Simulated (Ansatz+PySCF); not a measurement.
# singlet C₂H₄ in separate pieces: levels of theory in one basis

```yaml
atoms:
  - { symbol: C, position_ang: [0.0000, 0.0000, -0.1059] }
  - { symbol: H, position_ang: [0.0000, 1.0040, 0.3178] }
  - { symbol: H, position_ang: [0.0000, -1.0040, 0.3178] }
  - { symbol: C, position_ang: [10.0000, 0.0000, -0.1059] }
  - { symbol: H, position_ang: [10.0000, 1.0040, 0.3178] }
  - { symbol: H, position_ang: [10.0000, -1.0040, 0.3178] }
```

Basis set: STO-3G (spherical functions). Correlated methods keep 2 orbitals frozen. Charge 0, multiplicity 1.

Computed with Ansatz (development build ahead of 0.2.0); each method stands on the lowest determinant of its kind that the runs found. NEVPT2 correlates all electrons. Active spaces start from the frontier orbitals, and the lowest solution found is given.

| method | E − E(RHF) (eV) | <S²> of the determinant |
| --- | --- | --- |
| RHF | 0.00 | 0.00 |
| UHF | -5.23 | 2.04 |
| RHF-MP2 | -1.75 | – |
| UHF-MP2 | -6.52 | 2.04 |
| UHF-CCSD | -7.30 | 2.04 |
| RHF-CCSD(T) | -3.16 | – |
| UHF-CCSD(T) | -7.30 | 2.04 |
| RHF-CCSDT(Q) | -3.18 | – |
| UHF-CCSDT(Q) | -7.31 | 2.04 |
| full CI (lowest root of this spin) | -7.31 | – |
| CASSCF(4,4) | -4.92 | – |

(1) What does SC-NEVPT2(4,4) give on the same scale?

(2) Is a single determinant a sound starting point here?

## Answers

(1) -6.43 eV. NEVPT2 here correlates all electrons, so it doesn't share the others' frozen core.

At such a shape the full CI root can have another spatial symmetry than the determinants, so the rows needn't describe one state.

(2) It is doubtful. Unrestricted orbitals lower Hartree–Fock by 5.23 eV and <S²> is 2.04 where a pure state has 0.00, a sign of strong static correlation. The CASSCF(4,4) natural occupations are 1.00, 1.00, 1.00, 1.00.

Caution for RHF, RHF-MP2, RHF-CCSD(T), RHF-CCSDT(Q): an unrestricted determinant lies well below. Caution for UHF, UHF-MP2, UHF-CCSD, UHF-CCSD(T), UHF-CCSDT(Q): the unrestricted determinant is a mixture of spin states; the determinant breaks the point group. Caution for RHF-MP2, UHF-MP2, UHF-CCSD, RHF-CCSD(T), UHF-CCSD(T), RHF-CCSDT(Q), UHF-CCSDT(Q): bonds are stretched, where a single reference can fail. Caution for RHF-MP2, RHF-CCSD(T): the program doubts this total. Caution for RHF-CCSD(T): the program finds a lower state of this spin.
